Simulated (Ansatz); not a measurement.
The input, for Ansatz 0.2.0:

```yaml
crystal:
  periodic: [false, false, false]
  atoms:
    - {symbol: O, position_ang: [0.180118, 1.047851, 0.326918]}
    - {symbol: P, position_ang: [-0.078557, -0.382245, 0.952983]}
    - {symbol: Si, position_ang: [-0.068496, -0.149185, -1.201536]}
    - {symbol: H, position_ang: [1.463543, -0.729716, -0.994329]}
basis:
  gaussian: {orbitals: def2-SVP}
magnetization: {spin_polarized: false}
hamiltonian: {xc: {name: PBE}}
correlation: {method: ccsd, electrons: valence}
```

```sh
$ ansatz run in.yaml --threads 1 --pin off --events-out ev --progress --plain --max-ram 2393MiB
```

**Question.** Roughly how long does this take on 1 thread of Arm Neoverse V2, shared host, and how much host memory?

**Answer.** 2.1 s wall and 0.1 GiB.

```
503 factors; integrals over basis functions are off by at most 1.1e-3 eV
mean field evaluation 1: about -19204.6111 eV, gradient 5.3e1 eV
mean field evaluation 2: about -19204.6092 eV, gradient 5.4e1 eV
mean field evaluation 4: about -19208.4847 eV, gradient 2.2e1 eV
mean field evaluation 8: about -19210.3785 eV, gradient 1.2e0 eV
mean field evaluation 16: about -19210.3820 eV, gradient 2.1e-4 eV
mean field evaluation 32: about -19207.8163 eV, gradient 1.3e1 eV
mean field -19210.38201571 eV, -705.9685178129 hartree, gradient 9.6e-7 eV, S^2 0.000000; 2 other end points of the search recorded, 0 dependent functions left out
11 core orbitals not correlated: weight in the atoms' cores, before any rotation towards them, 1.000 or more for the frozen orbitals, at most 0.000 for the correlated occupied ones
reference -19176.37666015 eV, -704.7188440456 hartree; 8, 8 occupied and 36, 36 virtual orbitals, 503 factors
second order -11.78902720 eV of doubles, -0.71358044 eV of singles
cycle   1  -11.20540483 eV  change     1.3e0 eV  update   1.9e-1
cycle   2  -11.89847521 eV  change   -6.9e-1 eV  update   1.0e-1
cycle   3  -12.06536562 eV  change   -1.7e-1 eV  update   2.2e-2
cycle   4  -12.09227932 eV  change   -2.7e-2 eV  update   9.7e-3
cycle   5  -12.09542098 eV  change   -3.1e-3 eV  update   8.0e-3
cycle   6  -12.10630682 eV  change   -1.1e-2 eV  update   5.0e-3
cycle   7  -12.10517457 eV  change    1.1e-3 eV  update   2.5e-3
cycle   8  -12.10553546 eV  change   -3.6e-4 eV  update   6.7e-4
cycle   9  -12.10582088 eV  change   -2.9e-4 eV  update   3.1e-4
cycle  10  -12.10560033 eV  change    2.2e-4 eV  update   1.1e-4
cycle  11  -12.10563945 eV  change   -3.9e-5 eV  update   5.0e-5
cycle  12  -12.10566104 eV  change   -2.2e-5 eV  update   2.2e-5
cycle  13  -12.10564662 eV  change    1.4e-5 eV  update   9.5e-6
Total energy: -19188.48230677 eV, -705.1637183535 hartree
```
